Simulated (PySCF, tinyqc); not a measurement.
Worked calculation: RHF in the sto-6g basis, for H2O, spin multiplicity 1. The lowest restricted solution is unstable here: a spin-polarised one lies 0.0008 hartree lower (PySCF). One step of it, computed by the program tinyqc.

Question. Iteration 1: building the Fock matrix. J_ij = sum D_kl (ij|kl), K_ij = sum D_kl (ik|jl); F = H + J - 0.5 K; E = tr D H + tr D J / 2 - 0.25 tr D K + E_nn.

D at the start, order 1O 1s, 1O 2s, 1O 2px, 1O 2py, 1O 2pz, 2H 1s, 3H 1s:
```
[[1.306798, -0.673244, -0.195430, -0.803180, -0.302987, 0.054254, 0.367680],
 [-0.673244, 1.645193, -0.813613, -0.091654, 0.604574, -0.192022, -0.895271],
 [-0.195430, -0.813613, 1.272571, -0.169703, 0.312917, 0.457419, -0.117148],
 [-0.803180, -0.091654, -0.169703, 1.498947, -0.281762, -0.670387, 0.871680],
 [-0.302987, 0.604574, 0.312917, -0.281762, 1.793430, -0.609816, -0.143598],
 [0.054254, -0.192022, 0.457419, -0.670387, -0.609816, 2.093175, 0.036738],
 [0.367680, -0.895271, -0.117148, 0.871680, -0.143598, 0.036738, 2.286665]]
```

core Hamiltonian H = T + V (hartree), order 1O 1s, 1O 2s, 1O 2px, 1O 2py, 1O 2pz, 2H 1s, 3H 1s:
```
[[-32.771538, -7.241564, 0.000000, 0.000000, -0.009735, -0.870502, -0.870502],
 [-7.241564, -8.996475, 0.000000, 0.000000, -0.114704, -2.163598, -2.163598],
 [0.000000, 0.000000, -7.265183, 0.000000, 0.000000, 0.000000, 0.000000],
 [0.000000, 0.000000, 0.000000, -7.358479, 0.000000, -1.432985, 1.432985],
 [-0.009735, -0.114704, 0.000000, 0.000000, -7.298501, -0.878057, -0.878057],
 [-0.870502, -2.163598, 0.000000, -1.432985, -0.878057, -4.041089, -0.519527],
 [-0.870502, -2.163598, 0.000000, 1.432985, -0.878057, -0.519527, -4.041089]]
```

Two-electron integrals (ij|kl) in chemists' order, unique and non-zero (hartree):
```
(11|11) 4.787491    (21|11) 0.675884    (21|21) 0.121505    (22|11) 1.117379
(22|21) 0.249212    (22|22) 0.817383    (31|31) 0.025762    (32|31) 0.039145
(32|32) 0.180664    (33|11) 1.117381    (33|21) 0.249212    (33|22) 0.817382
(33|33) 0.880663    (41|41) 0.025762    (42|41) 0.039145    (42|42) 0.180664
(43|43) 0.047461    (44|11) 1.117381    (44|21) 0.249212    (44|22) 0.817382
(44|33) 0.785741    (44|44) 0.880663    (51|51) 0.025762    (52|51) 0.039145
(52|52) 0.180664    (53|53) 0.047461    (54|54) 0.047461    (55|11) 1.117381
(55|21) 0.249212    (55|22) 0.817382    (55|33) 0.785741    (55|44) 0.785741
(55|55) 0.880663    (61|11) 0.085747    (61|21) 0.014792    (61|22) 0.029731
(61|33) 0.029668    (61|41) 0.000623    (61|42) 0.001226    (61|44) 0.029806
(61|51) 0.000372    (61|52) 0.000733    (61|54) 0.000082    (61|55) 0.029717
(61|61) 0.001835    (62|11) 0.233703    (62|21) 0.052977    (62|22) 0.195649
(62|33) 0.192264    (62|41) 0.003659    (62|42) 0.028332    (62|44) 0.199747
(62|51) 0.002187    (62|52) 0.016931    (62|54) 0.004472    (62|55) 0.194936
(62|61) 0.006501    (62|62) 0.061476    (63|31) 0.005542    (63|32) 0.032299
(63|43) 0.005689    (63|53) 0.003400    (63|63) 0.008119    (64|11) 0.155374
(64|21) 0.035683    (64|22) 0.140409    (64|33) 0.134364    (64|41) 0.007622
(64|42) 0.050885    (64|44) 0.150720    (64|51) 0.001243    (64|52) 0.011107
(64|54) 0.006375    (64|55) 0.136142    (64|61) 0.004553    (64|62) 0.053585
(64|64) 0.054187    (65|11) 0.092851    (65|21) 0.021324    (65|22) 0.083907
(65|33) 0.080295    (65|41) 0.001243    (65|42) 0.011107    (65|44) 0.083270
(65|51) 0.006285    (65|52) 0.038936    (65|54) 0.007467    (65|55) 0.088157
(65|61) 0.002721    (65|62) 0.032022    (65|64) 0.027530    (65|65) 0.024571
(66|11) 0.415486    (66|21) 0.095903    (66|22) 0.407110    (66|33) 0.392448
(66|41) 0.007527    (66|42) 0.082163    (66|44) 0.424858    (66|51) 0.004498
(66|52) 0.049100    (66|54) 0.019368    (66|55) 0.404023    (66|61) 0.011841
(66|62) 0.172292    (66|64) 0.170696    (66|65) 0.102007    (66|66) 0.774999
(71|11) 0.085747    (71|21) 0.014792    (71|22) 0.029731    (71|33) 0.029668
(71|41) -0.000623   (71|42) -0.001226   (71|44) 0.029806    (71|51) 0.000372
(71|52) 0.000733    (71|54) -0.000082   (71|55) 0.029717    (71|61) 0.001802
(71|62) 0.006242    (71|64) 0.004033    (71|65) 0.002617    (71|66) 0.011276
(71|71) 0.001835    (72|11) 0.233703    (72|21) 0.052977    (72|22) 0.195649
(72|33) 0.192264    (72|41) -0.003659   (72|42) -0.028332   (72|44) 0.199747
(72|51) 0.002187    (72|52) 0.016931    (72|54) -0.004472   (72|55) 0.194936
(72|61) 0.006242    (72|62) 0.046228    (72|64) 0.028610    (72|65) 0.023363
(72|66) 0.100835    (72|71) 0.006501    (72|72) 0.061476    (73|31) 0.005542
(73|32) 0.032299    (73|43) -0.005689   (73|53) 0.003400    (73|63) 0.005789
(73|73) 0.008119    (74|11) -0.155374   (74|21) -0.035683   (74|22) -0.140409
(74|33) -0.134364   (74|41) 0.007622    (74|42) 0.050885    (74|44) -0.150720
(74|51) -0.001243   (74|52) -0.011107   (74|54) 0.006375    (74|55) -0.136142
(74|61) -0.004033   (74|62) -0.028610   (74|64) -0.012550   (74|65) -0.014212
(74|66) -0.059365   (74|71) -0.004553   (74|72) -0.053585   (74|74) 0.054187
(75|11) 0.092851    (75|21) 0.021324    (75|22) 0.083907    (75|33) 0.080295
(75|41) -0.001243   (75|42) -0.011107   (75|44) 0.083270    (75|51) 0.006285
(75|52) 0.038936    (75|54) -0.007467   (75|55) 0.088157    (75|61) 0.002617
(75|62) 0.023363    (75|64) 0.014212    (75|65) 0.017379    (75|66) 0.054858
(75|71) 0.002721    (75|72) 0.032022    (75|74) -0.027530   (75|75) 0.024571
(76|11) 0.051396    (76|21) 0.011761    (76|22) 0.046879    (76|33) 0.045944
(76|44) 0.046988    (76|51) 0.000779    (76|52) 0.007107    (76|55) 0.047705
(76|61) 0.001421    (76|62) 0.014192    (76|64) 0.010887    (76|65) 0.008345
(76|66) 0.041068    (76|71) 0.001421    (76|72) 0.014192    (76|74) -0.010887
(76|75) 0.008345    (76|76) 0.004177    (77|11) 0.415486    (77|21) 0.095903
(77|22) 0.407110    (77|33) 0.392448    (77|41) -0.007527   (77|42) -0.082163
(77|44) 0.424858    (77|51) 0.004498    (77|52) 0.049100    (77|54) -0.019368
(77|55) 0.404023    (77|61) 0.011276    (77|62) 0.100835    (77|64) 0.059365
(77|65) 0.054858    (77|66) 0.244287    (77|71) 0.011841    (77|72) 0.172292
(77|74) -0.170696   (77|75) 0.102007    (77|76) 0.041068    (77|77) 0.774999
```

nuclear repulsion = 6.96812281 hartree

Give: Coulomb J; exchange K; Fock matrix F; total energy of this density.

Answer.

Coulomb J (hartree), order 1O 1s, 1O 2s, 1O 2px, 1O 2py, 1O 2pz, 2H 1s, 3H 1s:
```
[[13.0539, 2.4433, -0.0700, -0.0434, 0.0337, 0.2975, 0.2997],
 [2.4433, 7.0274, -0.2873, -0.0627, 0.2812, 1.7789, 1.7966],
 [-0.0700, -0.2873, 6.9708, -0.0096, 0.0320, -0.0485, -0.0473],
 [-0.0434, -0.0627, -0.0096, 7.0633, -0.0287, 1.3079, -1.3406],
 [0.0337, 0.2812, 0.0320, -0.0287, 7.0480, 0.8418, 0.8567],
 [0.2975, 1.7789, -0.0485, 1.3079, 0.8418, 4.4372, 0.4554],
 [0.2997, 1.7966, -0.0473, -1.3406, 0.8567, 0.4554, 4.5150]]
```

exchange K (hartree), order 1O 1s, 1O 2s, 1O 2px, 1O 2py, 1O 2pz, 2H 1s, 3H 1s:
```
[[5.7096, 0.6720, -0.4460, -0.9615, -0.1737, -0.0565, 0.2580],
 [0.6720, 1.7717, -0.7920, -0.1839, 0.3580, 0.5919, 0.4782],
 [-0.4460, -0.7920, 1.5029, -0.0609, 0.2892, -0.0100, -0.1629],
 [-0.9615, -0.1839, -0.0609, 1.4015, -0.2742, 0.2331, -0.2394],
 [-0.1737, 0.3580, 0.2892, -0.2742, 1.8628, 0.1898, 0.4166],
 [-0.0565, 0.5919, -0.0100, 0.2331, 0.1898, 1.4437, 0.2128],
 [0.2580, 0.4782, -0.1629, -0.2394, 0.4166, 0.2128, 1.4565]]
```

Fock matrix F (hartree), order 1O 1s, 1O 2s, 1O 2px, 1O 2py, 1O 2pz, 2H 1s, 3H 1s:
```
[[-22.5724, -5.1343, 0.1530, 0.4374, 0.1109, -0.5448, -0.6998],
 [-5.1343, -2.8550, 0.1087, 0.0293, -0.0125, -0.6807, -0.6061],
 [0.1530, 0.1087, -1.0458, 0.0209, -0.1126, -0.0435, 0.0342],
 [0.4374, 0.0293, 0.0209, -0.9960, 0.1084, -0.2416, 0.2121],
 [0.1109, -0.0125, -0.1126, 0.1084, -1.1819, -0.1312, -0.2297],
 [-0.5448, -0.6807, -0.0435, -0.2416, -0.1312, -0.3257, -0.1705],
 [-0.6998, -0.6061, 0.0342, 0.2121, -0.2297, -0.1705, -0.2543]]
```

total energy of this density = -54.241802 hartree
